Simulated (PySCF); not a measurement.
# Name the molecule from its bond curve

A diatomic of charge 0 contains Al. Its singlet curve at RHF-CCSD(T) in a triple-zeta basis (no relativity, PySCF), in eV from the separated fragments:

R (Å), E (eV) and a bar:
```
    1.939     -4.703 ####################
    2.025     -4.978 ######
    2.089     -5.073 #
    2.154     -5.099 
    2.219     -5.071 #
    2.305     -4.975 ######
    2.413     -4.791 ################
    2.542     -4.514 ##############################
```

The fit gives ωe = 478 cm⁻¹ and the rotational constant Bₑ = 0.2394 cm⁻¹.

Problem. Which atom is the partner?

Solution. The minimum lies at 2.150 Å, so the reduced mass is 16.8576 u Å² cm⁻¹/(Bₑ·Re²) = 15.23 u. With Al at 26.98 u the partner weighs about 35.0 u: Cl. The molecule is AlCl.

Correlated steps freeze 10 core orbitals.
